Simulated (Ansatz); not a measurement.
Geometry optimisation, Ansatz, RKS B3LYP-D4/def2-SVP.

Input:

```yaml
crystal:
  periodic: [false, false, false]
  atoms:
    - { symbol: B, position_ang: [0.0, 0.0, 0.0] }
    - { symbol: Cl, position_ang: [0.0, 0.0, 1.86] }
    - { symbol: H, position_ang: [1.0305, 0.0, -0.595] }
    - { symbol: "N", position_ang: [-1.3423, 0.0, -0.775] }
    - { symbol: H, position_ang: [-2.0112, -0.8164, -0.6764] }
    - { symbol: H, position_ang: [-1.5914, 0.8164, -1.4036] }
basis:
  gaussian: { orbitals: def2-SVP }
hamiltonian:
  xc: b3lyp
  dispersion: d4
relax:
  f_tol: 0.02
  max_steps: 40
```

Command:

```bash
$ ansatz run input.yaml --threads 1 --pin off --max-ram 2048MiB --backend cpu --events-out ev --progress --plain --runs-dir out
```

Q: Where does it end, and by what steps?

A: The forces met the threshold. After 6 steps the energy has fallen by 1.377 eV; H6 moved furthest, 0.67 Å.

```csv
step,energy less start (eV),largest force component (eV/Å),accepted
0,0.0000,3.489,yes
1,-0.6967,1.699,yes
2,-1.1392,1.084,yes
3,-1.3170,0.636,yes
4,-1.3754,0.088,yes
5,-1.3766,0.026,yes
6,-1.3767,0.010,yes
```

```xyz
6
Properties=species:S:1:pos:R:3
B -0.074 0.054 -0.019
Cl -0.020 -0.436 1.692
H 0.938 0.429 -0.547
N -1.272 -0.002 -0.719
H -2.144 -0.313 -0.305
H -1.342 0.268 -1.692
```

Whether the end is a true minimum wasn't checked by a vibrational analysis.

The run took 7 s on 1 thread of Intel(R) Xeon(R) 6975P-C (Granite Rapids) (shared host), peak memory 0.14 GiB.
